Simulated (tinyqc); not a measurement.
CCD on RHF in the sto-6g basis, for NH3, spin multiplicity 1, step by step. One step of it, computed by the program tinyqc.

Problem. CCD: starting amplitudes. t_ij^ab = <ij||ab> / (e_i + e_j - e_a - e_b), whose energy is MP2.

orbital energies (hartree): MO1 -15.509645, MO2 -1.058185, MO3 -0.545176, MO4 -0.545176, MO5 -0.348474, MO6 0.557760, MO7 0.659298, MO8 0.659304

Two-electron integrals over orbitals (pq|rs), unique and non-zero (hartree):
```
(11|11) 4.143428    (21|11) -0.351855   (21|21) 0.048196    (22|11) 0.846448
(22|21) -0.010304   (22|22) 0.605693    (31|31) 0.009219    (32|31) 0.014354
(32|32) 0.121065    (33|11) 0.694483    (33|21) -0.003397   (33|22) 0.549284
(33|33) 0.567997    (41|11) -0.000006   (41|21) 6.30e-07    (41|22) -6.48e-07
(41|33) -0.002553   (41|41) 0.009219    (42|11) 1.54e-06    (42|21) -3.46e-07
(42|22) -3.56e-06   (42|33) -0.046753   (42|41) 0.014354    (42|42) 0.121062
(43|31) -0.002552   (43|32) -0.046752   (43|43) 0.043796    (44|11) 0.694479
(44|21) -0.003397   (44|22) 0.549279    (44|33) 0.480402    (44|41) 0.002553
(44|42) 0.046755    (44|44) 0.567996    (51|11) -0.141339   (51|21) 0.016642
(51|22) -0.012693   (51|33) -0.004202   (51|41) 3.61e-07    (51|42) -1.85e-08
(51|44) -0.004202   (51|51) 0.026259    (52|11) 0.081119    (52|21) -0.006994
(52|22) -0.013887   (52|33) -0.001231   (52|41) -5.76e-08   (52|42) -4.11e-08
(52|44) -0.001232   (52|51) 0.019648    (52|52) 0.101342    (53|31) 0.003080
(53|32) -0.003835   (53|43) 0.009820    (53|53) 0.029675    (54|11) 3.99e-06
(54|21) -2.07e-07   (54|22) 8.97e-07    (54|33) 0.009821    (54|41) 0.003080
(54|42) -0.003836   (54|44) -0.009820   (54|51) 3.53e-07    (54|52) 1.69e-06
(54|54) 0.029675    (55|11) 0.933656    (55|21) -0.011974   (55|22) 0.596251
(55|33) 0.533115    (55|41) -8.99e-08   (55|42) 9.91e-07    (55|44) 0.533113
(55|51) 0.012628    (55|52) 0.090653    (55|54) 3.19e-06    (55|55) 0.754466
(61|11) -0.290322   (61|21) 0.041578    (61|22) -0.004969   (61|33) -0.001553
(61|41) 2.12e-06    (61|42) 2.07e-06    (61|44) -0.001552   (61|51) 0.005747
(61|52) -0.014570   (61|54) 2.13e-07    (61|55) -0.015982   (61|61) 0.039534
(62|11) 0.316953    (62|21) -0.008530   (62|22) 0.123923    (62|33) 0.074983
(62|41) 1.10e-06    (62|42) 4.67e-06    (62|44) 0.074979    (62|51) -0.014676
(62|52) -0.015298   (62|54) 2.81e-06    (62|55) 0.122141    (62|61) -0.002214
(62|62) 0.093685    (63|31) 0.004742    (63|32) -0.024515   (63|43) 0.032585
(63|53) 0.013180    (63|63) 0.057132    (64|11) 0.000040    (64|21) -8.43e-07
(64|22) 0.000016    (64|33) 0.032599    (64|41) 0.004742    (64|42) -0.024525
(64|44) -0.032580   (64|51) -1.18e-07   (64|52) 0.000005    (64|54) 0.013184
(64|55) 0.000020    (64|61) 6.15e-08    (64|62) 0.000014    (64|64) 0.057146
(65|11) -0.109399   (65|21) -0.001448   (65|22) -0.058667   (65|33) -0.028512
(65|41) 7.88e-07    (65|42) 0.000006    (65|44) -0.028507   (65|51) 0.010063
(65|52) 0.024062    (65|54) 2.00e-06    (65|55) -0.053318   (65|61) -0.005745
(65|62) -0.051194   (65|64) -0.000007   (65|65) 0.036978    (66|11) 0.721116
(66|21) -0.007925   (66|22) 0.531641    (66|33) 0.494840    (66|41) 2.28e-06
(66|42) 0.000022    (66|44) 0.494862    (66|51) -0.020576   (66|52) -0.052347
(66|54) -4.49e-06   (66|55) 0.485920    (66|61) 0.000902    (66|62) 0.087514
(66|64) -4.00e-06   (66|65) -0.048234   (66|66) 0.522642    (71|11) 0.000037
(71|21) -0.000006   (71|22) 9.91e-08    (71|33) -0.003165   (71|41) 0.013548
(71|42) 0.019546    (71|44) 0.003166    (71|51) -8.93e-07   (71|52) 1.62e-06
(71|54) 0.004575    (71|55) 1.93e-06    (71|61) -2.81e-06   (71|62) 2.15e-06
(71|64) 0.006539    (71|65) 1.75e-06    (71|66) 3.47e-06    (71|71) 0.019971
(72|11) -0.000043   (72|21) 1.04e-06    (72|22) -0.000017   (72|33) 0.014415
(72|41) 0.011360    (72|42) 0.030483    (72|44) -0.014434   (72|51) 1.70e-06
(72|52) 6.17e-07    (72|54) 0.021429    (72|55) -0.000017   (72|61) 2.23e-06
(72|62) -0.000006   (72|64) 0.038865    (72|65) 0.000008    (72|66) -0.000011
(72|71) 0.015812    (72|72) 0.054176    (73|31) 0.002200    (73|32) 0.041545
(73|43) -0.014349   (73|53) -0.009530   (73|63) -0.028226   (73|73) 0.034495
(74|11) 0.303419    (74|21) -0.005784   (74|22) 0.108884    (74|33) 0.087610
(74|41) -0.002201   (74|42) -0.041537   (74|44) 0.058924    (74|51) 0.000503
(74|52) 0.042901    (74|54) 0.009529    (74|55) 0.153131    (74|61) -0.005489
(74|62) 0.077828    (74|64) 0.028235    (74|65) -0.030595   (74|66) 0.044280
(74|71) -0.003252   (74|72) 0.004772    (74|74) 0.136437    (75|11) 0.000010
(75|21) 1.60e-07    (75|22) 4.58e-06    (75|33) -0.018370   (75|41) 0.006693
(75|42) 0.046003    (75|44) 0.018376    (75|51) -1.35e-06   (75|52) -4.09e-06
(75|54) 0.018470    (75|55) 4.23e-06    (75|61) 1.89e-06    (75|62) 0.000007
(75|64) -0.017170   (75|65) 8.50e-07    (75|66) 0.000014    (75|71) 0.009567
(75|72) 0.013956    (75|74) -0.017515   (75|75) 0.041433    (76|11) 3.75e-06
(76|21) -1.80e-08   (76|22) -2.08e-06   (76|33) -0.047599   (76|41) 0.010870
(76|42) 0.095322    (76|44) 0.047605    (76|51) 2.14e-06    (76|52) 0.000007
(76|54) -0.016442   (76|55) 0.000007    (76|61) 9.86e-07    (76|62) -4.79e-07
(76|64) -0.042545   (76|65) 0.000008    (76|66) 0.000021    (76|71) 0.015089
(76|72) 0.002694    (76|74) -0.046717   (76|75) 0.035305    (76|76) 0.101213
(77|11) 0.785116    (77|21) -0.007873   (77|22) 0.547280    (77|33) 0.484262
(77|41) -0.000011   (77|42) 0.029519    (77|44) 0.557699    (77|51) -0.002869
(77|52) 0.014284    (77|54) -0.013082   (77|55) 0.554669    (77|61) -0.006000
(77|62) 0.081202    (77|64) -0.037239   (77|65) -0.026425   (77|66) 0.499611
(77|71) -0.000277   (77|72) -0.023761   (77|74) 0.071859    (77|75) 0.012556
(77|76) 0.041343    (77|77) 0.577229    (81|31) 0.013548    (81|32) 0.019546
(81|43) -0.003165   (81|53) 0.004575    (81|63) 0.006540    (81|73) 0.003252
(81|81) 0.019971    (82|31) 0.011360    (82|32) 0.030481    (82|43) 0.014426
(82|53) 0.021429    (82|63) 0.038864    (82|73) -0.004792   (82|81) 0.015812
(82|82) 0.054177    (83|11) 0.303417    (83|21) -0.005784   (83|22) 0.108880
(83|33) 0.058921    (83|41) 0.002200    (83|42) 0.041544    (83|44) 0.087612
(83|51) 0.000503    (83|52) 0.042901    (83|54) -0.009527   (83|55) 0.153130
(83|61) -0.005488   (83|62) 0.077828    (83|64) -0.028215   (83|65) -0.030590
(83|66) 0.044301    (83|71) 0.003253    (83|72) -0.004797   (83|74) 0.069711
(83|75) 0.017523    (83|76) 0.046731    (83|77) 0.097034    (83|83) 0.136444
(84|31) 0.002201    (84|32) 0.041544    (84|43) -0.014346   (84|53) -0.009528
(84|63) -0.028219   (84|73) 0.032251    (84|81) 0.003253    (84|82) -0.004787
(84|84) 0.034489    (85|31) 0.006693    (85|32) 0.046003    (85|43) -0.018371
(85|53) 0.018471    (85|63) -0.017165   (85|73) 0.017521    (85|81) 0.009567
(85|82) 0.013955    (85|84) 0.017520    (85|85) 0.041432    (86|31) 0.010870
(86|32) 0.095315    (86|43) -0.047591   (86|53) -0.016438   (86|63) -0.042524
(86|73) 0.046728    (86|81) 0.015089    (86|82) 0.002698    (86|84) 0.046724
(86|85) 0.035301    (86|86) 0.101192    (87|31) 0.000006    (87|32) -0.029555
(87|43) 0.036736    (87|53) 0.013088    (87|63) 0.037263    (87|73) -0.012612
(87|81) 0.000272    (87|82) 0.023750    (87|84) -0.012607   (87|85) -0.012566
(87|86) -0.041366   (87|87) 0.040616    (88|11) 0.785116    (88|21) -0.007873
(88|22) 0.547282    (88|33) 0.557712    (88|41) 0.000008    (88|42) -0.029543
(88|44) 0.484249    (88|51) -0.002869   (88|52) 0.014284    (88|54) 0.013088
(88|55) 0.554668    (88|61) -0.006000   (88|62) 0.081207    (88|64) 0.037273
(88|65) -0.026429   (88|66) 0.499591    (88|71) 0.000275    (88|72) 0.023738
(88|74) 0.097043    (88|75) -0.012560   (88|76) -0.041361   (88|77) 0.496048
(88|83) 0.071842    (88|88) 0.577250
```

Give: Starting amplitudes; correlation energy.

Solution.

Starting amplitudes (spin orbitals 1a, 1b, ...; amplitudes related by a flip of all spins are not repeated; the 24 largest):
```
from      to        t
3a 3b  8a 8b  -0.0566
4a 4b  7a 7b  -0.0566
2a 2b  6a 6b  -0.0290
3a 4b  7b 8a   0.0289
2a 4b  6a 7b  -0.0276
2a 3b  6a 8b  -0.0276
4a 4b  6a 6b  -0.0259
3a 3b  6a 6b  -0.0259
5a 5b  7a 7b  -0.0206
5a 5b  8a 8b  -0.0206
5a 5b  6a 6b  -0.0204
2a 5b  6a 6b   0.0203
2a 2b  7a 7b  -0.0158
2a 2b  8a 8b  -0.0158
3a 4a  7a 8a   0.0156
4a 5b  6b 7a  -0.0145
3a 5b  6b 8a  -0.0145
3a 3b  7a 7b  -0.0143
4a 4b  8a 8b  -0.0143
2a 4a  6a 7a  -0.0138
2a 3a  6a 8a  -0.0138
2a 4b  6b 7a   0.0138
2a 3b  6b 8a   0.0138
3a 4b  7a 8b  -0.0134
```

correlation energy = -0.054418 hartree
